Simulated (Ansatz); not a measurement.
# AlNH₄: a spread of methods and bases

Aim: run AlNH₄ under a spread of inputs, and see what each costs and gives.

Program: Ansatz 0.2.0, Gaussian basis. Level of theory: the settings change from run to run. These are calculated values, not measurements.

## 1. The geometry

An earlier PBE0-D4 in a triple-zeta def2 set relaxation fixed the geometry.

SMILES `[NH2][AlH2]`, 6 atoms, charge 0, spin multiplicity 1.

Atoms are counted from 1 here; the program's logs count them from 0.

Bond lengths: N1–Al2 1.766 Å, N1–H3 1.007 Å, N1–H4 1.007 Å, Al2–H5 1.583 Å, Al2–H6 1.583 Å. Angles: Al2–N1–H3 124.9°, Al2–N1–H4 124.9°, H3–N1–H4 110.2°, N1–Al2–H5 117.9°, N1–Al2–H6 117.9°, H5–Al2–H6 124.3°.

## 2. wPBEh/aug-cc-pVDZ

This run has charge +1, multiplicity 2, atoms shaken by 0.03 Å, high accuracy.

Contents of in.yaml:

```yaml
crystal:
  periodic: [false, false, false]
  atoms:
    - {symbol: N, position_ang: [0.053329, -0.973912, 0.024975]}
    - {symbol: Al, position_ang: [-0.027099, 0.829514, -0.081568]}
    - {symbol: H, position_ang: [0.271745, -1.624648, -0.705048]}
    - {symbol: H, position_ang: [-0.155761, -1.478111, 0.949759]}
    - {symbol: H, position_ang: [0.294921, 1.433966, -1.446360]}
    - {symbol: H, position_ang: [-0.432526, 1.632593, 1.181558]}
basis:
  gaussian: {orbitals: aug-cc-pVDZ}
total_charge: 1
magnetization: {spin_polarized: true, initial_magnetization: 1}
hamiltonian: {xc: {name: wPBEh}}
accuracy: high
```

Run with:

```
$ ansatz run in.yaml --threads 2 --pin off --events-out ev --progress --plain --max-ram 32768MiB --backend cpu
```

The log of the run:

```text
Functional definition: wPBEh
  name "wPBEh"
  cite "Heyd, Scuseria & Ernzerhof, J. Chem. Phys. 118, 8207 (2003) doi:10.1063/1.1564060"
  cite "Krukau, Vydrov, Izmaylov & Scuseria, J. Chem. Phys. 125, 224106 (2006) doi:10.1063/1.2404663"
  cite "Heyd & Scuseria, J. Chem. Phys. 120, 7274 (2004) doi:10.1063/1.1668634"
  cite "Ernzerhof & Perdew, J. Chem. Phys. 109, 3313 (1998) doi:10.1063/1.476928"
  cite "Perdew, Burke & Ernzerhof, Phys. Rev. Lett. 77, 3865 (1996) doi:10.1103/PhysRevLett.77.3865"
  parent pbe
  parameter a = 0.25
  parameter omega = 0.11/bohr
  exchange = wpbe_x - a*pbe_x_sr(omega) + a*exact_x_sr(omega)
  correlation = pbe_c
1714 factors; integrals over basis functions are off by at most 3.6e-9 eV
153 factors; integrals over basis functions are off by at most 2.6e-9 eV
mean field evaluation 1: about -8117.2270 eV, gradient 6.8e1 eV
mean field evaluation 2: about -8037.6629 eV, gradient 1.0e2 eV
mean field evaluation 4: about -8135.1895 eV, gradient 2.1e1 eV
mean field evaluation 8: about -8138.3931 eV, gradient 1.1e-1 eV
mean field evaluation 16: about -8138.4202 eV, gradient 2.5e-3 eV
mean field evaluation 32: about -8138.4202 eV, gradient 1.1e-7 eV
mean field -8138.42024626 eV, -299.0814276307 hartree, gradient 3.1e-8 eV, S^2 0.753627; 3 other end points of the search recorded, 0 dependent functions left out
reference -8138.42025713 eV, -299.0814280303 hartree; 12, 11 occupied and 74, 75 virtual orbitals, 1714 factors
Total energy: -8138.42025713 eV, -299.0814280303 hartree
```

It took 13 s on 2 threads, shared host; peak memory 0.36 GiB.

⟨S²⟩ 0.754.

## 3. PBE0-DH/def2-mTZVP

Set apart from the defaults: atoms shaken by 0.03 Å, a grid of angular degree 11, a point charge of -1.00 e beside it, the search for lower states set to light.

Contents of in.yaml:

```yaml
crystal:
  periodic: [false, false, false]
  atoms:
    - {symbol: N, position_ang: [0.040427, -0.927590, 0.078400]}
    - {symbol: Al, position_ang: [0.004896, 0.799484, -0.077689]}
    - {symbol: H, position_ang: [0.334030, -1.611607, -0.640673]}
    - {symbol: H, position_ang: [-0.100085, -1.465098, 0.900544]}
    - {symbol: H, position_ang: [0.253687, 1.471266, -1.508419]}
    - {symbol: H, position_ang: [-0.399920, 1.594455, 1.204943]}
basis:
  gaussian: {orbitals: def2-mTZVP, final_grid: {core_spheres: 5, valence_spheres: 4, degree: 11}, point_charges: [{charge: -1.00, position_ang: [5.211, 0.549, -0.317]}]}
hamiltonian: {xc: {name: PBE0-DH}}
scf: {lower_state_search: light}
```

Same command.

The log of the run (excerpt; [...] marks lines left out):

```text
Functional definition: PBE0-DH
  name "PBE0-DH"
  cite "Brémond & Adamo, J. Chem. Phys. 135, 024106 (2011) doi:10.1063/1.3604569"
  cite "Perdew, Burke & Ernzerhof, Phys. Rev. Lett. 77, 3865 (1996) doi:10.1103/PhysRevLett.77.3865"
[...]
493 factors; integrals over basis functions are off by at most 1.0e-3 eV
[...]
mean field -8146.32406831 eV, -299.3718877336 hartree, gradient 2.4e-6 eV, S^2 0.000000; 0 other end points of the search recorded, 0 dependent functions left out
6 core orbitals not correlated: weight in the atoms' cores, before any rotation towards them, 1.000 or more for the frozen orbitals, at most 0.000 for the correlated occupied ones
reference -8146.32408675 eV, -299.3718884114 hartree; 6, 6 occupied and 41, 41 virtual orbitals, 493 factors
second order -7.73563092 eV of doubles, -0.00000000 eV of singles
Total energy: -8147.29104062 eV, -299.4074233105 hartree
```

Wall time 0.82 s (2 threads, shared host).

## 4. SPW92/def2-TZVPP

This run has the search for lower states set to light.

Contents of in.yaml:

```yaml
crystal:
  periodic: [false, false, false]
  atoms:
    - {symbol: N, position_ang: [0.050204, -0.943619, 0.077987]}
    - {symbol: Al, position_ang: [-0.031150, 0.813368, -0.083396]}
    - {symbol: H, position_ang: [0.285838, -1.580129, -0.666210]}
    - {symbol: H, position_ang: [-0.132347, -1.453084, 0.927470]}
    - {symbol: H, position_ang: [0.288810, 1.442194, -1.500909]}
    - {symbol: H, position_ang: [-0.419256, 1.657369, 1.198858]}
basis:
  gaussian: {orbitals: def2-TZVPP}
hamiltonian: {xc: {name: SPW92}}
scf: {lower_state_search: light}
```

The command is unchanged.

The log of the run:

```text
Functional definition: SPW92
  name "SPW92"
  cite "Dirac, Proc. Camb. Phil. Soc. 26, 376 (1930) doi:10.1017/S0305004100016108"
  cite "Slater, Phys. Rev. 81, 385 (1951) doi:10.1103/PhysRev.81.385"
  cite "Perdew & Wang, Phys. Rev. B 45, 13244 (1992) doi:10.1103/PhysRevB.45.13244"
  exchange = slater_x
  correlation = pw_c
660 factors; their error is unknown
mean field evaluation 1: about -8100.3030 eV, gradient 7.7e1 eV
mean field evaluation 2: about -8044.2402 eV, gradient 1.4e2 eV
mean field evaluation 4: about -8111.5381 eV, gradient 5.9e0 eV
mean field evaluation 8: about -8111.6594 eV, gradient 8.4e-2 eV
mean field -8111.65326067 eV, -298.0977590535 hartree, gradient 4.5e-5 eV, S^2 0.000000; 0 other end points of the search recorded, 0 dependent functions left out
reference -8111.65329823 eV, -298.0977604338 hartree; 12, 12 occupied and 117, 117 virtual orbitals, 660 factors
Total energy: -8111.65329823 eV, -298.0977604338 hartree
```

Wall time 0.96 s (2 threads, shared host).

## 5. r2SCAN/6-31++G**

This run has charge +1, multiplicity 2.

Changes to in.yaml since step 4:

```diff
@@ -10,4 +10,6 @@
 basis:
-  gaussian: {orbitals: def2-TZVPP}
-hamiltonian: {xc: {name: SPW92}}
-scf: {lower_state_search: light}
+  gaussian: {orbitals: "6-31++G**"}
+total_charge: 1
+magnetization: {spin_polarized: true, initial_magnetization: 1}
+hamiltonian: {xc: {name: r2SCAN}}
+output: {forces: true}
```

Launched as before.

The log of the run (excerpt; [...] marks lines left out):

```text
Functional definition: r2SCAN
  name "r2SCAN"
  cite "Furness, Kaplan, Ning, Perdew & Sun, J. Phys. Chem. Lett. 11, 8208 (2020) doi:10.1021/acs.jpclett.0c02405"
  cite "Furness, Kaplan, Ning, Perdew & Sun, J. Phys. Chem. Lett. 11, 9248 (2020) doi:10.1021/acs.jpclett.0c03077"
  parent r2scan
[...]
681 factors; their error is unknown
[...]
mean field -8140.76302474 eV, -299.1675231517 hartree, gradient 4.4e-5 eV, S^2 0.760485; 4 other end points of the search recorded, 0 dependent functions left out
[...]
reference -8140.76307027 eV, -299.1675248251 hartree; 12, 11 occupied and 54, 55 virtual orbitals, 681 factors
Total energy: -8140.76307027 eV, -299.1675248251 hartree
Atom 0 at     0.050204    -0.943619     0.077987 Å, force     0.092367    -1.995213     0.183361 eV/Å
Atom 1 at    -0.031150     0.813368    -0.083396 Å, force    -0.154498     3.338051    -0.306655 eV/Å
Atom 2 at     0.285838    -1.580129    -0.666210 Å, force     0.539222    -0.553184    -0.453034 eV/Å
Atom 3 at    -0.132347    -1.453084     0.927470 Å, force    -0.490056    -0.508658     0.550509 eV/Å
Atom 4 at     0.288810     1.442194    -1.500909 Å, force    -0.182864    -0.162122    -0.127111 eV/Å
Atom 5 at    -0.419256     1.657369     1.198858 Å, force     0.195830    -0.118873     0.152929 eV/Å
Dipole moment:     0.023878    -0.515923     0.047393 e Å
```

Wall time 13 s (2 threads, shared host).

Largest force 3.356 eV/Å, ⟨S²⟩ 0.760.

## 6. PBE0/def2-SVPD

This run has unrestricted orbitals, D3(BJ) dispersion.

Changes to in.yaml since step 5:

```diff
@@ -10,6 +10,4 @@
 basis:
-  gaussian: {orbitals: "6-31++G**"}
-total_charge: 1
-magnetization: {spin_polarized: true, initial_magnetization: 1}
-hamiltonian: {xc: {name: r2SCAN}}
-output: {forces: true}
+  gaussian: {orbitals: def2-SVPD}
+magnetization: {spin_polarized: true, initial_magnetization: 0}
+hamiltonian: {xc: {name: PBE0}, dispersion: d3bj}
```

Launched as before.

The log of the run:

```text
Functional definition: PBE0
  name "PBE0"
  cite "Adamo & Barone, J. Chem. Phys. 110, 6158 (1999) doi:10.1063/1.478522"
  cite "Perdew, Burke & Ernzerhof, Phys. Rev. Lett. 77, 3865 (1996) doi:10.1103/PhysRevLett.77.3865"
  parent pbe
  parameter a = 0.25
  parameter kappa = 0.804
  parameter beta = 0.06672455060314922
  exchange = (1 - a)*pbe_x(kappa = kappa, mu = beta*pi^2/3) + a*exact_x
  correlation = pbe_c(beta = beta)
676 factors; their error is unknown
mean field evaluation 1: about -8138.6870 eV, gradient 3.8e1 eV
mean field evaluation 2: about -8124.0195 eV, gradient 6.2e1 eV
mean field evaluation 4: about -8144.5595 eV, gradient 7.2e-1 eV
mean field evaluation 8: about -8144.6190 eV, gradient 1.0e-1 eV
mean field -8144.61903130 eV, -299.3092287790 hartree, gradient 3.5e-5 eV, S^2 0.000000; 0 other end points of the search recorded, 0 dependent functions left out
reference -8144.61906848 eV, -299.3092301456 hartree; 12, 12 occupied and 64, 64 virtual orbitals, 676 factors
Total energy: -8144.67721601 eV, -299.3113670278 hartree
```

It took 2.4 s on 2 threads, shared host.

⟨S²⟩ 0.000.

## 7. wB97/def2-SVP

Set apart from the defaults: coordinates scaled by 0.92, relativity set to none.

Contents of in.yaml:

```yaml
crystal:
  periodic: [false, false, false]
  atoms:
    - {symbol: N, position_ang: [0.046188, -0.868130, 0.071748]}
    - {symbol: Al, position_ang: [-0.028658, 0.748299, -0.076725]}
    - {symbol: H, position_ang: [0.262971, -1.453718, -0.612913]}
    - {symbol: H, position_ang: [-0.121759, -1.336837, 0.853272]}
    - {symbol: H, position_ang: [0.265705, 1.326819, -1.380836]}
    - {symbol: H, position_ang: [-0.385715, 1.524780, 1.102949]}
basis:
  gaussian: {orbitals: def2-SVP}
hamiltonian: {xc: {name: wB97}, pseudopotentials: {relativity: none}}
output: {forces: true}
```

Launched as before.

The log of the run (excerpt; [...] marks lines left out):

```text
Functional definition: wB97
  name "wB97"
  cite "Chai & Head-Gordon, J. Chem. Phys. 128, 084106 (2008) doi:10.1063/1.2834918"
  cite "Becke, J. Chem. Phys. 107, 8554 (1997) doi:10.1063/1.475007"
[...]
  # The coefficients of nought are those of the uniform gas.
[...]
      + integral(e_c_pw_opposite_spin*poly(b97_u_opposite, 1, cos1, cos2, cos3, cos4))
597 factors; their error is unknown
215 factors; integrals over basis functions are off by at most 2.1e-5 eV
[...]
mean field -8147.66902022 eV, -299.4213138048 hartree, gradient 2.4e-5 eV, S^2 0.000000; 0 other end points of the search recorded, 0 dependent functions left out
[...]
reference -8147.66901106 eV, -299.4213134680 hartree; 12, 12 occupied and 40, 40 virtual orbitals, 597 factors
Total energy: -8147.66901106 eV, -299.4213134680 hartree
Atom 0 at     0.046188    -0.868130     0.071748 Å, force    -0.037690     0.811238    -0.074519 eV/Å
Atom 1 at    -0.028658     0.748299    -0.076725 Å, force    -0.151760     3.278038    -0.301092 eV/Å
Atom 2 at     0.262971    -1.453718    -0.612913 Å, force     1.288415    -3.537377    -4.054097 eV/Å
Atom 3 at    -0.121759    -1.336837     0.853272 Å, force    -0.992823    -2.844217     4.640267 eV/Å
Atom 4 at     0.265705     1.326819    -1.380836 Å, force     0.467958     0.987841    -2.091693 eV/Å
Atom 5 at    -0.385715     1.524780     1.102949 Å, force    -0.574101     1.304476     1.881134 eV/Å
Dipole moment:     0.015479    -0.334536     0.030725 e Å
```

It took 2.5 s on 2 threads, shared host.

Largest force 5.533 eV/Å, dipole 1.62 D.

## 8. RPA/6-31++G**

Contents of in.yaml:

```yaml
crystal:
  periodic: [false, false, false]
  atoms:
    - {symbol: N, position_ang: [0.050204, -0.943619, 0.077987]}
    - {symbol: Al, position_ang: [-0.031150, 0.813368, -0.083396]}
    - {symbol: H, position_ang: [0.285838, -1.580129, -0.666210]}
    - {symbol: H, position_ang: [-0.132347, -1.453084, 0.927470]}
    - {symbol: H, position_ang: [0.288810, 1.442194, -1.500909]}
    - {symbol: H, position_ang: [-0.419256, 1.657369, 1.198858]}
basis:
  gaussian: {orbitals: "6-31++G**"}
hamiltonian: {xc: {name: HF}}
correlation: {method: rpa}
```

Same command.

The log of the run:

```text
Functional definition: HF
  name "HF"
  cite "Fock, Z. Phys. 61, 126 (1930) doi:10.1007/BF01340294"
  parent pbe
  exchange = exact_x
  correlation = 0
584 factors; integrals over basis functions are off by at most 1.0e-3 eV
mean field evaluation 1: about -8125.0549 eV, gradient 3.9e1 eV
mean field evaluation 2: about -8125.0610 eV, gradient 3.9e1 eV
mean field evaluation 4: about -8128.3384 eV, gradient 2.3e0 eV
mean field evaluation 8: about -8128.3630 eV, gradient 3.8e-4 eV
mean field -8128.36303255 eV, -298.7118318438 hartree, gradient 2.3e-6 eV, S^2 0.000000; 0 other end points of the search recorded, 0 dependent functions left out
6 core orbitals not correlated: weight in the atoms' cores, before any rotation towards them, 1.000 or more for the frozen orbitals, at most 0.000 for the correlated occupied ones
reference -8128.36303255 eV, -298.7118318438 hartree; 6, 6 occupied and 54, 54 virtual orbitals, 584 factors
Total energy: -8136.63500431 eV, -299.0158211991 hartree
```

Wall time 0.71 s (2 threads, shared host).

## 9. revPBE0/def2-TZVPD

Set apart from the defaults: a point charge of 0.50 e beside it, D3(BJ) with three-body dispersion.

Changes to in.yaml since step 8:

```diff
@@ -10,4 +10,3 @@
 basis:
-  gaussian: {orbitals: "6-31++G**"}
-hamiltonian: {xc: {name: HF}}
-correlation: {method: rpa}
+  gaussian: {orbitals: def2-TZVPD, point_charges: [{charge: 0.50, position_ang: [3.468, -0.094, -0.746]}]}
+hamiltonian: {xc: {name: revPBE0}, dispersion: d3bjatm}
```

Launched as before.

The log of the run:

```text
Functional definition: revPBE0
  name "revPBE0"
  cite "Zhang & Yang, Phys. Rev. Lett. 80, 890 (1998) doi:10.1103/PhysRevLett.80.890"
  cite "Adamo & Barone, J. Chem. Phys. 110, 6158 (1999) doi:10.1063/1.478522"
  cite "Perdew, Burke & Ernzerhof, Phys. Rev. Lett. 77, 3865 (1996) doi:10.1103/PhysRevLett.77.3865"
  parameter a = 0.25
  parameter kappa = 1.245
  parameter beta = 0.06672455060314922
  exchange = (1 - a)*pbe_x(kappa = kappa, mu = beta*pi^2/3) + a*exact_x
  correlation = pbe_c(beta = beta)
677 factors; their error is unknown
mean field evaluation 1: about -8144.4872 eV, gradient 6.1e1 eV
mean field evaluation 2: about -8124.5726 eV, gradient 9.9e1 eV
mean field evaluation 4: about -8151.5090 eV, gradient 1.4e0 eV
mean field evaluation 8: about -8151.5290 eV, gradient 2.4e-2 eV
mean field -8151.52896814 eV, -299.5631642742 hartree, gradient 3.3e-5 eV, S^2 0.000000; 0 other end points of the search recorded, 0 dependent functions left out
reference -8151.52901290 eV, -299.5631659193 hartree; 12, 12 occupied and 104, 104 virtual orbitals, 677 factors
Total energy: -8151.67929729 eV, -299.5686887686 hartree
```

It took 1.5 s on 2 threads, shared host.

## 10. revPBE0/6-31++G**

Set apart from the defaults: relativity set to scalar.

Changes to in.yaml since step 9:

```diff
@@ -10,3 +10,3 @@
 basis:
-  gaussian: {orbitals: def2-TZVPD, point_charges: [{charge: 0.50, position_ang: [3.468, -0.094, -0.746]}]}
-hamiltonian: {xc: {name: revPBE0}, dispersion: d3bjatm}
+  gaussian: {orbitals: "6-31++G**"}
+hamiltonian: {xc: {name: revPBE0}, pseudopotentials: {relativity: scalar}}
```

Same command.

The log of the run:

```text
Functional definition: revPBE0
  name "revPBE0"
  cite "Zhang & Yang, Phys. Rev. Lett. 80, 890 (1998) doi:10.1103/PhysRevLett.80.890"
  cite "Adamo & Barone, J. Chem. Phys. 110, 6158 (1999) doi:10.1063/1.478522"
  cite "Perdew, Burke & Ernzerhof, Phys. Rev. Lett. 77, 3865 (1996) doi:10.1103/PhysRevLett.77.3865"
  parameter a = 0.25
  parameter kappa = 1.245
  parameter beta = 0.06672455060314922
  exchange = (1 - a)*pbe_x(kappa = kappa, mu = beta*pi^2/3) + a*exact_x
  correlation = pbe_c(beta = beta)
708 factors; their error is unknown
mean field evaluation 1: about -8154.0208 eV, gradient 6.2e1 eV
mean field evaluation 2: about -8133.0084 eV, gradient 1.0e2 eV
mean field evaluation 4: about -8161.7869 eV, gradient 1.3e0 eV
mean field evaluation 8: about -8161.8390 eV, gradient 2.8e-2 eV
mean field -8161.83895234 eV, -299.9420492054 hartree, gradient 8.8e-6 eV, S^2 0.000000; 0 other end points of the search recorded, 0 dependent functions left out
reference -8161.83901457 eV, -299.9420514922 hartree; 12, 12 occupied and 54, 54 virtual orbitals, 708 factors
Total energy: -8161.83901457 eV, -299.9420514922 hartree
Relativity: scalar
```

Run time: 0.92 s. Hardware: 2 threads, shared host.

## 11. The runs in one table

```csv
level,charge,multiplicity,geometry,functions,energy (eV),time
wPBEh/aug-cc-pVDZ,1,2,shaken,86,-8138.420,13 s
PBE0-DH/def2-mTZVP,0,1,"shaken, point charge",53,-8147.291,0.82 s
SPW92/def2-TZVPP,0,1,relaxed,129,-8111.653,0.96 s
r2SCAN/6-31++G**,1,2,relaxed,66,-8140.763,13 s
PBE0/def2-SVPD,0,1,relaxed,76,-8144.677,2.4 s
wB97/def2-SVP,0,1,scaled,52,-8147.669,2.5 s
RPA/6-31++G**,0,1,relaxed,66,-8136.635,0.71 s
revPBE0/def2-TZVPD,0,1,"relaxed, point charge",116,-8151.679,1.5 s
revPBE0/6-31++G**,0,1,relaxed,66,-8161.839,0.92 s
```

## 12. Summary of results

| quantity | value |
| --- | --- |
| runs | 9 |
| quickest | RPA/6-31++G**, 0.71 s |
| slowest | wPBEh/aug-cc-pVDZ, 13 s |
| spread of total energies, same state and geometry | 50.2 eV |

Run time spans a factor of 18, from RPA/6-31++G** to wPBEh/aug-cc-pVDZ. The jobs differ in tasks and options as well as level. The totals spread over 50 eV; they can't be compared across methods or bases. Some of these runs are scalar-relativistic and others not, which shifts the totals of all-electron atoms past neon by eV; core potentials, where a basis has them, take the core out of the total altogether.
